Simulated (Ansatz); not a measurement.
Born–Oppenheimer molecular dynamics of BClH$_{5}$N (8 atoms, charge 0, multiplicity 1). It starts at the highest image of a converged band, a first-order saddle point between two minima.

Level of theory: Ansatz, RHF/def2-mTZVP.

```
ensemble                      : NVE (velocity Verlet)
time step                     : 0.5 fs
steps asked                   : 200
starting velocities drawn for : 300 K
seed                          : 11404
```

First frame:

```xyz
8
Properties=species:S:1:pos:R:3
B 0.043 -0.462 -0.271
Cl -0.285 0.221 2.750
H 1.040 0.092 -0.541
H -1.017 -0.195 -0.699
N 0.135 -1.647 0.646
H -0.596 -2.330 0.560
H 1.031 -2.095 0.699
H -0.019 -1.113 1.610
```

(1) How far do the bonds stretch over the last three quarters of this one trajectory? (Pairs bonded in most of those frames.)

Answers

(1) 
```csv
bond,mean (Å),spread (Å),shortest,longest
B1–H3,1.188,0.014,1.16,1.21
B1–H4,1.187,0.006,1.17,1.20
B1–N5,1.394,0.015,1.37,1.43
Cl2–H8,1.305,0.094,1.16,1.44
N5–H6,0.997,0.018,0.97,1.03
N5–H7,0.998,0.016,0.97,1.02
```

Mean temperature of the second half: 1037 K. The conserved energy stayed within 0.55 meV per atom of its start (net change -0.22 meV per atom), so the integration is sound. The kinetic energy rose, since the run started high on the potential surface and went downhill. It ends in pieces (BH4N + ClH), so much of that is their flight and rotation, not heat. A run of 0.1 ps of so small a system gives no equilibrium averages. The orbitals stay closed-shell, which can raise the energy where a bond breaks towards radicals; this wasn't checked here.

Time of the run: 2.4 min on 1 thread of Arm Neoverse V2, on a shared host, peak memory 0.13 GiB.
